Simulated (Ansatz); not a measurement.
A run of Ansatz (development build ahead of 0.2.0) on singlet CH₄O at this shape:

```xyz
6

C    -0.0024   -0.0580   -0.6134
O    -0.0816   -0.1087    0.7590
H    -0.0032   -1.0862   -1.0711
H    -0.8793    0.4943   -0.9715
H     0.8440    0.4093   -1.1171
H     0.0413    0.8348    1.0592
```

Its results:

```yaml
Converged: yes
Reference_energy: -115.04031 hartree
Correlation_energy: -0.34028 hartree
Total_energy: -115.38060 hartree
Spin_squared_of_the_determinant: 0.000
```

(1) Which input gives this output? Name the method, the orbitals and the basis set, and write the input.

Results:

(1) RHF-MP2 in cc-pVDZ. An unrestricted run that stays on the closed shell gives the same numbers.

```yaml
crystal:
  periodic: [false, false, false]
  atoms:
    - { symbol: C, position_ang: [-0.00236, -0.05799, -0.6134] }
    - { symbol: O, position_ang: [-0.08156, -0.10868, 0.75895] }
    - { symbol: H, position_ang: [-0.00317, -1.08624, -1.07111] }
    - { symbol: H, position_ang: [-0.87933, 0.49426, -0.97147] }
    - { symbol: H, position_ang: [0.84404, 0.40933, -1.11705] }
    - { symbol: H, position_ang: [0.04134, 0.83483, 1.05917] }
basis:
  gaussian: { orbitals: cc-pVDZ }
hamiltonian:
  xc: hf
correlation:
  method: mp2
  frozen_orbitals: { C: 1, H: 0, O: 1 }
```
